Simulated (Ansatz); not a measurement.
Ansatz (a quantum-chemistry and plane-wave program) input:

Ansatz 0.2 input:
```yaml
crystal:
  periodic: [false, false, false]
  atoms:
    - {symbol: C, position_ang: [1.22403242, 0.15618539, 0.11364160]}
    - {symbol: O, position_ang: [-0.00098548, -0.29679360, -0.39947022]}
    - {symbol: C, position_ang: [-1.22329265, 0.06661010, 0.18623064]}
    - {symbol: H, position_ang: [1.82084480, -0.75180383, 0.30687020]}
    - {symbol: H, position_ang: [1.11006439, 0.79600610, 0.98397379]}
    - {symbol: H, position_ang: [1.73891874, 0.64544443, -0.73103846]}
    - {symbol: H, position_ang: [-1.73970461, -0.88212459, 0.41247810]}
    - {symbol: H, position_ang: [-1.82163068, 0.51512366, -0.62543056]}
    - {symbol: H, position_ang: [-1.10504745, 0.71493011, 1.04967526]}
basis:
  gaussian:
    orbitals: def2-TZVPD
hamiltonian:
  xc: {name: BLYP}
total_charge: 1
magnetization: {spin_polarized: true, initial_magnetization: 1}
output: {forces: true}
```

### Question
Predict the final energy.

### Answer
-154.67869 Eh (BLYP/def2-TZVPD). The basis has 168 functions.
